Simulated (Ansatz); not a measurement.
in.yaml

```yaml
crystal:
  periodic: [false, false, false]
  atoms:
    - {symbol: Hf, position_ang: [0.000000, 0.000000, 0.000000]}
    - {symbol: S, position_ang: [0.000000, 0.000000, 7.329000]}
basis:
  gaussian: {orbitals: def2-SVP}
correlation: {method: sc_nevpt2, electrons: outside_noble_gas, active_space: {window: {electrons: 2, orbitals: 2}, states: [{multiplicity: 1, weights: [1, 1]}], root: 2}}
scf: {omitted_lower_state_checks: [cluster_reference]}
```

```sh
$ ansatz run in.yaml --threads 1 --pin off --events-out ev --progress --plain --max-ram 2393MiB
```

Q: One thing in this input was set wrong on purpose, beside settings that are merely unusual. What is the gravest fault, and what does the program do?

A: Root beyond the states. How the run ends: refused.
```
Error: the active space averages no state 2, counted from zero
```
